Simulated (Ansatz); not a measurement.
# Bulk modulus B0 of some cubic elemental solids other than molecular ones

Method: HSE06 in Ansatz (PAW). References are measured values corrected to a static lattice. The table is a random draw of 8 from 25 solids with such references.

Values in GPa.

| solid | reference | HSE06 | error (%) |
|---|---|---|---|
| bcc Fe | 174 | 166 | -4.6 |
| fcc Rh | 271 (271–289) | 291 | +7.4 |
| bcc W | 312 (300–328) | 335 | +7.4 |
| bcc V | 161 | 207 | +29 |
| fcc Ni | 192 (186–195) | 180 | -6.2 |
| fcc Pt | 289 | 277 | -4.2 |
| bcc Cs | 2.11 (2.11–2.35) | 1.92 | -9.0 |
| bcc Na | 7.9 | 7.53 | -4.7 |

Over these 8 solids the mean error is +1.8 %, the mean absolute error 9.0 % (median 6.8 %), and the worst case bcc V at +29 %; the value is too low in 5 of 8 cases. Over all 25, from unrounded values, the mean error is -2.9 % and the mean absolute error 8.6 % (median 7.3 %).

All these references are brought to a static lattice.

Spin–orbit coupling is left out, also for the solids with elements from indium on (bcc W, fcc Pt, bcc Cs); its size isn't shown.

Exact exchange on metals is sensitive to the k mesh.

Brackets give the range of the sources taken for a reference, where it is wide; it can hold other temperatures.

Differences are worked out from the printed values.

Each level is taken at its own relaxed cell. Ansatz's density-functional and Hartree–Fock values are scalar-relativistic unless marked +SOC, with PAW data made under PBE.

Ansatz's runs of these crystals have no spin polarisation, but for bcc Fe, fcc Ni. Meta-GGAs and exact exchange favour moments, which can bear on bcc Fe, fcc Rh, bcc V, fcc Ni, fcc Pt.

Density-functional runs with spin start from parallel moments for bcc Fe, parallel moments for fcc Ni.

Not in this set, of the elemental solids other than molecular ones with a reference value in our tables and a result at some level: 13 for no value at HSE06 (not run, a failed fit, an unstable or unbound cell, or a value held back for tests); 6 for sources at odds; 4 for a reference at room or unstated temperature; 1 for a value of another source that differs by over 15 % in a way that heat doesn't explain. These can be a level's best or worst cases. Solids without a released value at any level aren't counted. Layered and molecular crystals are counted apart. The metals Ce to Yb are counted apart.

References as tabulated in Levämäki et al. (2014), arXiv:1402.3671; Mejia-Rodriguez and Trickey (2018), arXiv:1807.09216; doi:10.1021/acs.jctc.3c00612.

Ansatz is a first-principles code.
